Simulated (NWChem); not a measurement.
Species: AlF3; SMILES [F][Al]([F])[F]

```xyz
4

Al     0.0000     0.0000     0.0000
F     -0.4630    -1.5733     0.0000
F     -1.1310     1.1876     0.0000
F      1.5940     0.3857     0.0000
```
Atoms are numbered in this order, from 1.

Results from NWChem. The geometry was optimised at B3LYP/6-31G* (spherical d). Vzz is the largest principal value of the second derivative of the potential at the nucleus (NWChem prints the opposite sign); η is the asymmetry. Non-relativistic.

For level Hartree-Fock/def2-SVP:

```
Quantity        Result
--------------  ------
Vzz Al1 (a.u.)   0.908
```

Estimate the same quantities for level Hartree-Fock/def2-TZVP.

The vzz Al1 (a.u.) comes out as 1.169.
